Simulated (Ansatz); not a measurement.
Frontier orbitals of F₂S₂ (`FS(F)=S`).

```xyz
4

F    -1.128   -0.859   -0.282
S    -0.273    0.472   -0.007
F     0.691    0.178   -1.258
S     0.711    0.209    1.548
```

Total charge 0; spin multiplicity 1. Geometry: relaxed with PBE0-D4/def2-TZVP. Basis def2-TZVPP, Ansatz.

| functional | HOMO (eV) | LUMO (eV) |
| --- | --- | --- |
| HF | -10.83 | 1.59 |

Q: Give HOMO and LUMO (eV) with LDA (SPW92), PBE, revPBE, BLYP, r2SCAN, B97M-V, PBE0, B3LYP, r2SCANh, r2SCAN0, HSE06 (plane-wave form), BHLYP, CAM-B3LYP, LC-ωPBE, ωB97X-V, ωB97M-V. (Estimate.)

A: Computed: 
```csv
functional,HOMO,LUMO
LDA (SPW92),-7.09,-3.25
PBE,-6.91,-3.02
revPBE,-6.84,-2.93
BLYP,-6.75,-2.88
r2SCAN,-7.18,-2.94
B97M-V,-7.22,-2.87
PBE0,-8.12,-2.16
B3LYP,-7.89,-2.37
r2SCANh,-7.63,-2.60
r2SCAN0,-8.30,-2.10
HSE06 (plane-wave form),-7.72,-2.54
BHLYP,-9.19,-1.14
CAM-B3LYP,-9.42,-1.02
LC-ωPBE,-10.75,0.11
ωB97X-V,-10.39,0.08
ωB97M-V,-10.22,0.05
```

B3LYP here is the variant with VWN-RPA as its local correlation; programs differ in this. LC-ωPBE has ω = 0.4 bohr⁻¹. Positive LUMOs are unbound and depend on the basis.
